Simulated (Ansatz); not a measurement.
For zinc-blende AlP, LC-ωPBE (plane waves, PAW; Ansatz, a first-principles code) gives:

- elastic constant C11: 154 GPa
- elastic constant C44: 71.9 GPa
- polycrystal shear modulus: 55.7 GPa

What does Hartree–Fock (plane waves, PAW; Ansatz) give for the same quantities?


- elastic constant C11: 155 GPa (stays essentially unchanged)
- elastic constant C44: 79.9 GPa (rises by 11 %)
- Voigt–Reuss–Hill shear modulus: 63.6 GPa (rises by 14 %)

Changes are worked out from the printed values.

Unless a cell is named, each level is at its own relaxed cell (LC-ωPBE 20.01, Hartree–Fock 21.23 Å³/atom).

Ansatz's density-functional and Hartree–Fock values are scalar-relativistic unless marked +SOC, with PAW data made under PBE.
